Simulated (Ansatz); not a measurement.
Z-matrix (Å, degrees):
```
C
O 1 1.1954
H 1 1.1088 2 122.03
H 1 1.1088 3 115.95 2 180.00
```
Charge 0, multiplicity 1.

The numbers are results of frozen-core CCSD(T)/cc-pVTZ // PBE0-D3(BJ)/def2-TZVP in Ansatz (a program for electronic structure), not measurements.

```yaml
HF energy: -113.91229 Ha
MP2 correlation energy: -0.39452 Ha
```

**Question.** Estimate the CCSD correlation energy, the (T) correction, the total energy and the T1 diagnostic.

**Answer.** 
| Property | Result |
|---|---|
| CCSD correlation energy | -0.40487 Ha |
| (T) correction | -0.01640 Ha |
| CCSD(T) total energy | -114.33355 Ha |
| T1 diagnostic | 0.015 |
